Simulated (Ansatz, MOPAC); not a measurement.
Molecule: C₃H₃, net charge -1, singlet state. SMILES: [C-]1=CC1

Atoms: C1, C2, C3, H4, H5, H6. Bonds: C1-C2, C1-C3, C1-H4, C1-H5, C2-C3, C3-H6.

Bond lengths (Å) and angles (degrees) optimised at PM3 with MOPAC; PM7 with MOPAC; HF/3-21G with Ansatz (a quantum-chemistry and plane-wave program), each started from the B3LYP-D3(BJ)/def2-TZVP structure (Ansatz) of the last column. A row stands for all coordinates that are equal there; 8 of 13 kinds are shown.

```tsv
coordinate	PM3	PM7	HF/3-21G	B3LYP-D3(BJ)/def2-TZVP
C1-C2	1.522	1.556	1.719	1.633
C1-C3	1.459	1.497	1.487	1.466
C1-H4	1.099	1.073	1.084	1.098
C2-C3	1.337	1.327	1.318	1.318
C3-H6	1.068	1.025	1.068	1.086
C2-C1-C3	53.2	51.5	47.9	50.0
C1-C2-C3	61.0	62.0	56.8	58.4
C1-C3-C2	65.8	66.5	75.3	71.6
```

Mean signed difference of all 6 bond lengths from B3LYP-D3(BJ)/def2-TZVP: PM3 -0.019 Å, PM7 -0.025 Å, HF/3-21G 0.010 Å.
